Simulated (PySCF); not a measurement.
**OHOH: structure of the singlet**

Where does singlet OHOH go from a bent start, is the end point a minimum, and what are its modes, charges and moments?

Computed with PySCF 2.14.0. Level: PBE0, basis O def2-TZVP, H def2-TZVP, no relativity, density fitting.

**1. Starting geometry**

4 atoms, charge 0, spin multiplicity 1.

Bond lengths: O1–H2 0.950 Å, O1–O3 1.260 Å, O3–H4 0.960 Å. Angles: H2–O1–O3 110.0°, O1–O3–H4 130.0°.

```xyz
4
charge 0 multiplicity 1
O     0.0000    0.0000    0.0000
H     0.7782    0.0000    0.5449
O    -1.0321    0.0000    0.7227
H    -1.5376    0.7354    1.0766
```

**2. First SCF at the start**

One driver script runs all steps and calls PySCF; scf.py shows how it sets up the SCF of each step. The optimiser is the driver's own. After this first run the driver tries any further starts and a stability analysis.

scf.py

```python
from pyscf import gto, scf, dft
mol = gto.M(atom='''
O      0.000000     0.000000     0.000000
H      0.778200     0.000000     0.544900
O     -1.032100     0.000000     0.722700
H     -1.537600     0.735400     1.076600''',
    basis={'O': 'def2-TZVP', 'H': 'def2-TZVP'},
    charge=0, spin=0)
mf = dft.RKS(mol, xc='PBE0')
mf.grids.atom_grid = (50, 194)
aux = {'O': 'def2-universal-JKFIT', 'H': 'def2-universal-JKFIT'}
mf = mf.density_fit(auxbasis=aux)
mf.conv_tol = 1e-08
mf.diis_space = 10
mf.max_cycle = 60
mf.init_guess = 'minao'
mf.verbose = 4
mf.kernel()
```

Run with:

```bash
$ OMP_NUM_THREADS=2 python axn.py task.json out
```

The runs that follow: Relaxing the singlet from the bent start; Hessian and properties.

**Question.** What will these runs give? Wanted: minimum; geometry; wavenumbers; dipole moment; highest occupied, lowest empty level; polar-tensor charge of O1; zero-point energy; atomisation energy.

The runs gave:

```
                                 quantity                                                      value
                                  minimum                                                singlet, C2
                                 geometry           O–H 0.965 Å (×2), O–O 1.426 Å; H–O–O 101.1° (×2)
                       wavenumbers (cm⁻¹)  396 (a), 1008 (a), 1347 (b), 1464 (a), 3809 (b), 3809 (a)
                            dipole moment                                                     1.86 D
     highest occupied, lowest empty level                                             -8.13, 0.73 eV
                polar-tensor charge of O1                                                    -0.25 e
                        zero-point energy                                                70.8 kJ/mol
                      entropy at 298.15 K                                            226.7 J/(mol K)
atomisation energy (no zero-point energy)                                                1091 kJ/mol
```

The bent start (C1) ends in a minimum of C2 symmetry. The strongest infrared band lies at 396 cm⁻¹ (a). Only this shape and spin were tried, so other structures or states may lie lower.
